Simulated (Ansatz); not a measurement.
A made-up structure of CH3AlN (charge +1), closed shell:

```csv
atom,x (Å),y (Å),z (Å)
C1,-0.7070,-0.6807,-0.2609
N2,0.4348,0.0645,-0.7664
Al3,0.1395,0.5759,1.2073
H4,-1.3676,-1.4724,-0.9125
H5,0.8431,-0.0073,-1.8328
H6,0.6572,1.5200,2.5652
```

It is relaxed with PBE-D4/def2-SVP and then PBE0-D4/def2-TZVP (Ansatz 0.2.0). Atoms count as bonded within 1.22 times the sum of their covalent radii (H–H: 0.88 Å). The end point is not checked to be a true minimum.

Question: Does its bonding change? (Judge from chemistry; the calculation decides.)

Answer: By the calculation: No: no bond forms or breaks.

Where it ends: The first stage lowers the energy by 1.33 eV in 5 steps. It ends as CH₃AlN ([CH]1[NH][AlH]1), total charge +1:
```xyz
6
angstrom
C -0.6313 -0.6077 -0.2329
N 0.3882 0.0577 -0.6843
Al 0.1246 0.5142 1.0779
H -1.2210 -1.3147 -0.8148
H 0.7527 -0.0066 -1.6364
H 0.5868 1.3572 2.2904
```

Labels in which every atom is bracketed show which atoms are joined, not bond orders.

For scale, one of the runs: PBE0-D4/def2-TZVP relaxation, 117 basis functions, launched by `ansatz run in.yaml --threads 2 --pin off --events-out ev --progress --plain --max-ram 4352MiB`. The run took about 10 s on 2 CPU threads of an Arm Neoverse V2 (shared host).
